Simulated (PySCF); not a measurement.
A side-by-side comparison of computed properties.

First species: C5H9PS.
Numbering: `[CH3:1][C:2]#[C:3][P:4]([CH3:5])([CH3:6])=[S:7]` (hydrogens: H8, H9, H10 on C1; H11, H12, H13 on C5; H14, H15, H16 on C6)

Second species: hydrogen cyanide, HCN.
Bonds: C1–N2 (triple). Hydrogens: H3 on C1.

Levels: B3LYP/def2-SVPD for dipole moment, HOMO energy, LUMO energy, HOMO–LUMO gap, static isotropic polarisability and electronic spatial extent ⟨r²⟩ about the centre of nuclear charge; TDDFT B3LYP/def2-SVPD for lowest singlet excitation; TDA B3LYP/def2-SVPD for lowest triplet excitation (Tamm–Dancoff); GFN2-xTB for smallest rotational constant. Geometries: GFN2-xTB. All species are isolated and taken at one optimised geometry, non-relativistic unless stated; the electronic structure was computed with PySCF and density fitting.

(1) Which has the higher T1 energy?

(2) Which of the two has the higher dipole moment, and by how much?

(3) Which has the higher HOMO energy?

(4) Which of the two has the higher static isotropic polarisability, and by how much?

(5) Which has the higher smallest rotational constant?

(6) Which of the two has the higher HOMO–LUMO gap, and by how much?

(7) Which of the two has the higher LUMO energy, and by how much?

(8) Which of the two has the higher ⟨r²⟩, and by how much?

Answers

(1) The second: 6.53 eV against 4.37 eV, a difference of 2.16 eV.

(2) The first: 5.08 D against 3.02 D, a difference of 2.06 D.

(3) The first: -6.11 eV against -10.27 eV, a difference of 4.16 eV.

(4) The first: 111.2 au against 16.1 au, a difference of 95.1 au.

(5) The second: 45.647 GHz against 0.921 GHz, a difference of 44.726 GHz.

(6) The second: 10.25 eV against 5.73 eV, a difference of 4.52 eV.

(7) The second: -0.02 eV against -0.38 eV, a difference of 0.36 eV.

(8) The first: 1408 bohr² against 49 bohr², a difference of 1359 bohr².

On the first: In atomic units the dipole is 2.00 e·bohr (1 au = 2.5417 D). The principal polarisabilities are 91.4, 104.4 and 137.7 au; their mean is the isotropic value.

On the second: S1 lies 2.21 eV below the HOMO–LUMO gap. The vertical singlet–triplet gap S1 − T1 is 1.51 eV (TDDFT singlet less Tamm–Dancoff triplet).
